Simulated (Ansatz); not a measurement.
A nudged elastic band was laid between two geometries of ClH3OSi + H2 (8 atoms, charge 0, multiplicity 1).

Method: RKS PBE0/def2-SVP in Ansatz 0.2.0.

```json
{"movable images": "5", "climbing image": "yes", "spring": "5.0 eV/Å²", "optimiser": "quadratic models (default)", "start path": "through a guess of the saddle point", "force threshold": "0.5 eV/Å", "iteration limit": "60", "end points": "relaxed"}
```

Initial state:

```xyz
8
Properties=species:S:1:pos:R:3
Si -0.326 -0.500 -0.272
O -0.176 0.215 1.213
H 0.054 -0.347 1.961
Cl 1.470 -1.314 -0.895
H -0.718 0.578 -1.208
H -1.308 -1.619 -0.246
H 1.380 2.888 2.243
H 0.993 2.300 1.950
```

Final state:

```xyz
8
Properties=species:S:1:pos:R:3
Si 0.517 -0.195 -0.198
O -0.706 0.896 1.918
H -0.759 1.853 1.812
Cl 1.462 -1.046 -1.859
H -0.622 0.586 -0.745
H 0.103 -1.333 0.661
H 1.550 0.665 0.440
H -0.176 0.776 2.714
```

Problem. What changes between the two ends?

Solution. Bonds broken: Si1–O2, H7–H8. Bonds formed: Si1–H7, O2–H8. ClH3OSi + H2 becomes ClH3Si + H2O.

Problem. Give the energies along the band, and the barrier.

Solution. The run converged. The highest image is number 4 of 0 to 6, 49.3 kcal/mol above the first end and 37.7 kcal/mol above the last; the last end lies 11.6 kcal/mol above the first. The threshold of 0.5 eV/Å is loose, so the images may lie well off the minimum-energy path. Neighbouring images differ by up to 1.7 eV, so the band resolves the path poorly. The order of the stationary point at the top wasn't checked. The orbitals stay closed-shell, which can raise the energy where a bond breaks towards radicals; this wasn't checked here.

```json
{"image": "0", "path coordinate (Å)": "0.00", "energy (kcal/mol)": "0.0", "Si1–O2 (Å)": "1.66", "H7–H8 (Å)": "0.76", "Si1–H7 (Å)": "4.55"}
{"image": "1", "path coordinate (Å)": "1.08", "energy (kcal/mol)": "0.2", "Si1–O2 (Å)": "1.65", "H7–H8 (Å)": "0.76", "Si1–H7 (Å)": "4.05"}
{"image": "2", "path coordinate (Å)": "2.16", "energy (kcal/mol)": "1.6", "Si1–O2 (Å)": "1.66", "H7–H8 (Å)": "0.76", "Si1–H7 (Å)": "3.22"}
{"image": "3", "path coordinate (Å)": "3.23", "energy (kcal/mol)": "9.8", "Si1–O2 (Å)": "1.67", "H7–H8 (Å)": "0.76", "Si1–H7 (Å)": "2.54"}
{"image": "4", "path coordinate (Å)": "4.31", "energy (kcal/mol)": "49.3", "Si1–O2 (Å)": "1.87", "H7–H8 (Å)": "1.10", "Si1–H7 (Å)": "1.72"}
{"image": "5", "path coordinate (Å)": "6.07", "energy (kcal/mol)": "14.3", "Si1–O2 (Å)": "2.48", "H7–H8 (Å)": "2.24", "Si1–H7 (Å)": "1.49"}
{"image": "6", "path coordinate (Å)": "7.83", "energy (kcal/mol)": "11.6", "Si1–O2 (Å)": "2.68", "H7–H8 (Å)": "2.86", "Si1–H7 (Å)": "1.49"}
```

Problem. What is the geometry of the highest image?

Solution. 
```xyz
8
Properties=species:S:1:pos:R:3
Si 0.142 0.038 0.046
O -0.067 0.311 1.888
H -0.906 0.282 2.381
Cl 1.815 -0.760 -0.939
H -0.649 1.002 -0.771
H -0.693 -1.206 0.098
H 1.123 1.355 0.544
H 0.605 1.180 1.499
```

The band took 15 iterations and about 2.3 core-minutes.

Time of the run: 2.3 min on 1 thread of Arm Neoverse V2 (shared host), peak memory 0.16 GiB.
